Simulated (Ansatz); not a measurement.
## Scan of [SiH₃···H···H], doublet

Starting geometry:

```xyz
6

Si   -0.0857    0.0000    0.0000
H    -0.5806    1.3997    0.0000
H    -0.5806   -0.6999    1.2122
H    -0.5806   -0.6999   -1.2122
H     1.3989    0.0000    0.0000
H     2.7313    0.0000    0.0000
```

From there H5 is moved from one fragment to the other while all else, the fragments' distance too, stays fixed, so the hump isn't the reaction's barrier; atoms are numbered as listed. Energies are in kJ/mol, counted from the starting geometry at the same level.

Basis cc-pVDZ; Ansatz 0.2.0. Correlated methods freeze the noble-gas cores. Prefix R: restricted or restricted open-shell reference; prefix U: unrestricted. Active spaces: valence = (9e, 9o) chosen from the atoms' valence shells.

For open shells CISD is restricted-active-space CI with the open shells as a complete middle space. Runs in a small pair space aren't shown, since their orbitals change along the scan.

Full CI isn't at hand for all of this; UCCSDT(Q) serves as the reference, and is uncertain by about the last step of the cluster series. The frozen core follows each run's orbitals, which can shift R against U totals by a few meV.

| distance Si1-H5 (Å) | UCCSDT(Q) | error UHF | error CISD | error UCCSD | error RCCSD(T) | error BCCD(T) | error MRCISD (valence space) |
| --- | --- | --- | --- | --- | --- | --- | --- |
| 1.381 | 13.4 | -5.2 | -1.8 | -0.5 | -0.1 | -0.1 | -0.4 |
| 1.485 | 0.0 | 0.0 | 0.0 | 0.0 | 0.0 | 0.0 | 0.0 |
| 1.569 | -0.4 | 5.7 | 2.2 | 0.5 | 0.2 | 0.1 | 0.2 |
| 1.652 | 1.7 | 12.2 | 4.7 | 1.0 | 0.3 | 0.3 | 0.4 |
| 1.736 | 0.6 | 18.6 | 6.6 | 1.2 | 0.4 | 0.4 | 0.4 |
| 1.820 | -6.7 | 23.1 | 6.7 | 1.2 | 0.3 | 0.4 | 0.5 |
| 1.904 | -19.6 | 24.1 | 5.8 | 0.7 | 0.2 | 0.3 | 0.4 |
| 1.988 | -32.4 | 21.7 | 4.0 | 0.2 | 0.1 | 0.2 | 0.2 |
| 2.072 | -35.7 | 17.2 | 2.3 | -0.2 | 0.0 | 0.1 | 0.0 |

Errors are those of relative energies. In total energy the starting point itself misses UCCSDT(Q) by: UHF 413.0, CISD 30.6, UCCSD 9.1, RCCSD(T) 2.0, BCCD(T) 1.9, MRCISD (valence space) 14.9 kJ/mol.

Spread of the error over the points with a reference, to 2.072 Å (largest less smallest): BCCD(T) 0.5, RCCSD(T) 0.5, MRCISD (valence space) 0.8, UCCSD 1.7, CISD 8.6, UHF 29.3 kJ/mol.
